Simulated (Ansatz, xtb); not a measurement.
# Relative energy of two structures of H6OSi2

Structure I is `O[SiH2][SiH3]`, a singlet and structure II is a singlet given by its coordinates. Both are isolated molecules in the gas phase, relaxed with PBE-D3(BJ)/def2-SVP; the shapes shown needn't be the lowest conformers.

I (Å):

```yaml
atoms:
  - { symbol: O, position_ang: [-1.0712, 1.8716, -1.3157] }
  - { symbol: Si, position_ang: [-0.2133, 0.4894, -1.7731] }
  - { symbol: Si, position_ang: [-0.0698, -1.0554, 0.0048] }
  - { symbol: H, position_ang: [-0.7298, 2.3138, -0.5189] }
  - { symbol: H, position_ang: [-0.9811, -0.0962, -2.9215] }
  - { symbol: H, position_ang: [1.1854, 0.8109, -2.2498] }
  - { symbol: H, position_ang: [-1.4403, -1.4959, 0.4467] }
  - { symbol: H, position_ang: [0.6152, -0.4144, 1.1862] }
  - { symbol: H, position_ang: [0.7255, -2.2708, -0.3972] }
```

II (Å):

```yaml
atoms:
  - { symbol: O, position_ang: [-0.0769, 0.0500, -0.2571] }
  - { symbol: Si, position_ang: [0.3589, 1.9091, 0.3476] }
  - { symbol: Si, position_ang: [-1.6843, 0.0963, -0.9378] }
  - { symbol: H, position_ang: [0.5697, -0.6183, -0.5635] }
  - { symbol: H, position_ang: [-1.8287, -1.3042, -1.4763] }
  - { symbol: H, position_ang: [1.1887, 1.4160, 1.5458] }
  - { symbol: H, position_ang: [-2.6543, 0.3505, 0.1652] }
  - { symbol: H, position_ang: [1.5644, 2.0093, -0.6090] }
  - { symbol: H, position_ang: [-1.7718, 1.0868, -2.0536] }
```

Close contacts (Å): O1–Si2 2.00, O1–Si3 1.75, O1–H4 0.98, Si2–H6 1.54, Si2–H8 1.54, Si3–H5 1.51, Si3–H7 1.49, Si3–H9 1.49.

**Question.** Estimate E(II) − E(I) at the level CCSD(T)/def2-TZVP.

**Answer.** Calculated at CCSD(T)/def2-TZVP: E(II) − E(I) = +38.0 kcal/mol, so structure I lies lower.

Level by level:

| level | geometry | E(II) − E(I) (kcal/mol) | departure from the last row (kcal/mol) | job, with rough time for the two |
| --- | --- | --- | --- | --- |
| PBE-D3(BJ)/def2-SVP | PBE-D3(BJ)/def2-SVP | +35.6 | −2.4 | optimisation, 1.8 min |
| HF/def2-TZVP | PBE-D3(BJ)/def2-SVP | +40.1 | +2.0 | part of the CCSD(T) run |
| MP2/def2-TZVP | PBE-D3(BJ)/def2-SVP | +39.2 | +1.1 | part of the CCSD(T) run |
| CCSD(T)/def2-TZVP | PBE-D3(BJ)/def2-SVP | +38.0 |  | single point, 1.9 min |

The levels shown agree on the order. The largest departure from CCSD(T)/def2-TZVP is that of PBE-D3(BJ)/def2-SVP, 2.4 kcal/mol. Levels run at GFN2-xTB geometries aren't shown.

With harmonic frequencies from PBE-D3(BJ)/def2-SVP (ideal gas, rigid rotor, one conformer each, 400 K, 1 atm): the zero-point term adds −0.4 kcal/mol; ΔH is +37.7 and ΔG +37.4 kcal/mol.

The correlated steps freeze 11 core orbitals. Run with Ansatz 0.2.0; the last row on 1 thread of AMD EPYC (Zen 3) on a shared host.
